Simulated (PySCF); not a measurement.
Job file and geometry (Å, from PBE0-D3(BJ)/def2-SVP) of an NMR shielding run on 3-Chlorothiophene (SMILES Clc1ccsc1), PySCF, GIAO PBE0/pcSseg-1 NMR shielding, non-relativistic, gas phase; density fitting, a coarse starting grid and PySCF grid level 2 are the driver's defaults:

```
$ OMP_NUM_THREADS=1 python probes_run.py task.json out

{"job": {"kind": "nmr", "xc": "PBE0", "basis": "pcSseg-1"}, "charge": 0, "multiplicity": 1}
Cl    -2.194193    -1.428351     0.180870
C     -0.833924    -0.378899     0.058672
C      0.508815    -0.854921     0.022750
C      1.402726     0.175950    -0.074567
S      0.621274     1.703884    -0.122716
C     -0.933220     0.986472    -0.010633
H      0.778117    -1.909820     0.067432
H      2.489255     0.116285    -0.120881
H     -1.838848     1.589398    -0.000942
```

Task: Write the output of this run.

Result: 
```
coarse grid: 9456 points
cycle   1  E = -1012.0179132154  dE =  1.069e+00  |g| = 2.711e-01  |ddm| = 3.190e+00
cycle   2  E = -1012.0162834156  dE =  1.630e-03  |g| = 2.904e-01  |ddm| = 5.510e-01
cycle   3  E = -1012.0366527195  dE = -2.037e-02  |g| = 4.779e-02  |ddm| = 3.093e-01
cycle   4  E = -1012.0371761317  dE = -5.234e-04  |g| = 2.281e-02  |ddm| = 8.488e-02
cycle   5  E = -1012.0372877723  dE = -1.116e-04  |g| = 9.161e-03  |ddm| = 3.121e-02
cycle   6  E = -1012.0373086665  dE = -2.089e-05  |g| = 1.582e-03  |ddm| = 9.732e-03
cycle   7  E = -1012.0373092406  dE = -5.742e-07  |g| = 2.664e-04  |ddm| = 2.026e-03
final grid: 84440 points
cycle   8  E = -1012.0747944602  dE = -1.589e-05  |g| = 8.273e-03  |ddm| = 2.718e-02
cycle   9  E = -1012.0747689201  dE =  2.554e-05  |g| = 1.248e-02  |ddm| = 2.115e-02
cycle  10  E = -1012.0748106389  dE = -4.172e-05  |g| = 1.608e-03  |ddm| = 1.504e-02
cycle  11  E = -1012.0748112255  dE = -5.866e-07  |g| = 4.923e-04  |ddm| = 1.881e-03
cycle  12  E = -1012.0748112838  dE = -5.825e-08  |g| = 4.608e-05  |ddm| = 4.229e-04
cycle  13  E = -1012.0748112842  dE = -4.136e-10  |g| = 2.084e-05  |ddm| = 7.842e-05
converged SCF energy = -1012.0748112842

GIAO shielding tensors (ppm)
atom      isotropic    diamagn.    paramagn.     s11        s22        s33       span
  0 Cl     757.539    1145.746    -388.207    512.772    738.722   1021.123    508.352
  1 C       47.905     253.504    -205.599    -30.567     66.164    108.119    138.685
  2 C       51.181     249.267    -198.086    -28.567     42.878    139.232    167.799
  3 C       51.493     258.754    -207.261    -39.949     46.068    148.359    188.309
  4 S      278.448    1055.216    -776.768    148.604    274.839    411.901    263.296
  5 C       56.707     255.513    -198.806    -27.313     58.232    139.202    166.515
  6 H       24.266      29.781      -5.515     20.630     25.524     26.644      6.014
  7 H       24.154      29.614      -5.461     21.224     24.354     26.884      5.660
  8 H       24.334      29.922      -5.588     20.648     25.978     26.376      5.727
```

Task: Turn these shieldings into chemical shifts. Scale: 35Cl (943.27 ppm) against HCl; TMS for 13C (184.41 ppm) and 1H (31.27 ppm); CS2 for 33S (495.66 ppm) (reference shieldings calculated alike).

Result: Averaging equivalent atoms: Cl 0: 186; C 1: 136.5; C 2: 133.2; C 3: 132.9; C 5: 127.7; S 4: 217; H 7: 7.11; H 6: 7.00; H 8: 6.93 ppm. 

Size and cost of the density-fitted run: 131 basis functions, 14 s wall time on 1 thread of an Intel Xeon, shared host; peak memory 0.78 GiB.
